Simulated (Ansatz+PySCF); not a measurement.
singlet LiF: levels of theory in one basis

```xyz
2

Li    0.0000    0.0000   -3.4469
F     0.0000    0.0000    1.1490
```

Basis set: cc-pVDZ (spherical functions). Left uncorrelated: 1 orbital. Charge 0, multiplicity 1.

Computed with Ansatz (development build ahead of 0.2.0); each method stands on the lowest determinant of its kind that the runs found. NEVPT2 correlates all electrons. Active spaces start from the frontier orbitals, and the lowest solution found is given.

| method | E − E(RHF) (eV) | <S²> of the determinant |
| --- | --- | --- |
| RHF | 0.00 | 0.00 |
| UHF | -2.18 | 1.00 |
| RHF-MP2 | -5.49 | – |
| UHF-MP2 | -6.03 | 1.00 |
| RHF-CCSD(T) | -5.58 | – |
| UHF-CCSD(T) | -6.36 | 1.00 |
| RHF-CCSDT(Q) | -5.57 | – |
| UHF-CCSDT(Q) | -6.39 | 1.00 |
| CASSCF(6,6) | -3.15 | – |
| CASSCF(2,2) | -2.11 | – |
| SC-NEVPT2(2,2) | -6.12 | – |
| SC-NEVPT2(6,6) | -6.06 | – |

(1) What does RHF-CCSD give on the same scale?

(2) Is a single determinant a sound starting point here?

Results:

(1) -5.36 eV.

(2) It is doubtful. Unrestricted orbitals lower Hartree–Fock by 2.18 eV and <S²> is 1.00 where a pure state has 0.00, a sign of strong static correlation. The CASSCF(6,6) natural occupations are 1.99, 1.99, 1.24, 0.76, 0.01, 0.01. The CASSCF(2,2) natural occupations are 1.14, 0.86.

Caution for RHF, RHF-MP2, RHF-CCSD, RHF-CCSD(T), RHF-CCSDT(Q): an unrestricted determinant lies well below. Caution for UHF, UHF-MP2, UHF-CCSD(T), UHF-CCSDT(Q): the unrestricted determinant is a mixture of spin states. Caution for RHF-MP2, UHF-MP2, RHF-CCSD, RHF-CCSD(T), UHF-CCSD(T), RHF-CCSDT(Q), UHF-CCSDT(Q): bonds are stretched, where a single reference can fail. Caution for UHF-MP2, UHF-CCSD(T), UHF-CCSDT(Q): a plain start can end on a higher determinant. Caution for RHF-CCSD(T): the program doubts this total. Caution for UHF-CCSDT(Q): the amplitudes may be one of several solutions.
